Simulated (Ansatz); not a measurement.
Input for Ansatz (development build ahead of 0.2.0):

```yaml
crystal:
  periodic: [false, false, false]
  atoms:
    - { symbol: B, position_ang: [0.0, 0.0, 0.0] }
    - { symbol: O, position_ang: [0.0, 0.0, 1.265] }
    - { symbol: O, position_ang: [0.0, 0.0, -1.265] }
basis:
  gaussian: { orbitals: def2-SVP }
magnetization:
  spin_polarized: true
  initial_magnetization: 1
hamiltonian:
  xc: hf
scf:
  omitted_lower_state_checks: [starts, atomic_configurations, cluster_reference, orbital_swaps, given_window_search, neighbouring_geometries, increment]
output:
  forces: true
```

The input is written out in the form of the current development build from the run's settings.

The run gave:

- Converged: yes
- Total energy: -174.29117 hartree
- Spin squared of the determinant: 0.941
- Stability test: minimum

Forces (eV/Å):
```tsv
atom	Fx	Fy	Fz
B1	0.000	0.000	0.000
O2	0.000	0.000	-1.104
O3	0.000	0.000	1.104
```

Caution: the unrestricted determinant is spin contaminated.
